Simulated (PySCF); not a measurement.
Potential energy of LiF⁺ along the bond

Set-up: Li pcseg-2, F pcseg-2; no relativity (PySCF 2.14). Energies in eV from Li⁺ + F in their ground configurations at the same level. State: ²Π (doublet), unpaired electrons π ↑.

| R (Å) | UHF-CCSD | MN15 | PBE0 | CAM-B3LYP |
| --- | --- | --- | --- | --- |
| 1.770 |  | -0.0834 | -0.1529 | -0.1891 |
| 1.852 | -0.2172 | -0.1613 | -0.2199 | -0.2508 |
| 1.935 | -0.2466 | -0.2053 | -0.2545 | -0.2807 |
| 1.996 | -0.2550 | -0.2229 | -0.2660 | -0.2890 |
| 2.058 | -0.2556 | -0.2311 | -0.2687 | -0.2888 |
| 2.120 | -0.2507 | -0.2323 | -0.2653 | -0.2828 |
| 2.202 | -0.2388 | -0.2265 | -0.2543 | -0.2689 |
| 2.305 | -0.2192 | -0.2118 | -0.2347 | -0.2462 |
| 2.428 | -0.1934 | -0.1892 | -0.2079 | -0.2164 |
| 2.593 |  | -0.1579 | -0.1725 | -0.1783 |

Problem. Put a parabola through the three lowest points of the UHF-CCSD curve and estimate Re, k and ωe (reduced mass 5.124 u; 1 eV/Å² = 0.16022 mdyn/Å; ωe = 1302.8·√(k/μ) cm⁻¹).

Solution. Through R = 1.996, 2.058, 2.12 Å the second-order coefficient is 0.715 eV/Å², so Re ≈ 2.034 Å, k ≈ 0.229 mdyn/Å and ωe ≈ 276 cm⁻¹. A polynomial fit of higher order to the unrounded UHF-CCSD energies gives Re = 2.032 Å, k = 0.266 mdyn/Å, ωe = 297 cm⁻¹; anharmonicity and rounding make the difference.

The higher-order fit for each curve: UHF-CCSD: Re = 2.032 Å, ωe = 297 cm⁻¹, De = 0.256 eV; MN15: Re = 2.102 Å, ωe = 276 cm⁻¹, De = 0.233 eV; PBE0: Re = 2.051 Å, ωe = 298 cm⁻¹, De = 0.269 eV; CAM-B3LYP: Re = 2.025 Å, ωe = 314 cm⁻¹, De = 0.290 eV.

Correlated steps freeze 1 core orbital. The bond is weak. Basis-set superposition, not corrected here, can be much of De in a small basis, most of all at correlated wavefunction levels. For an ion De counts to the pair picked by the measured ionisation energies or electron affinities, which need not be the lowest pair at this level. The state was picked by a PBE0 search and need not be the measured ground state.
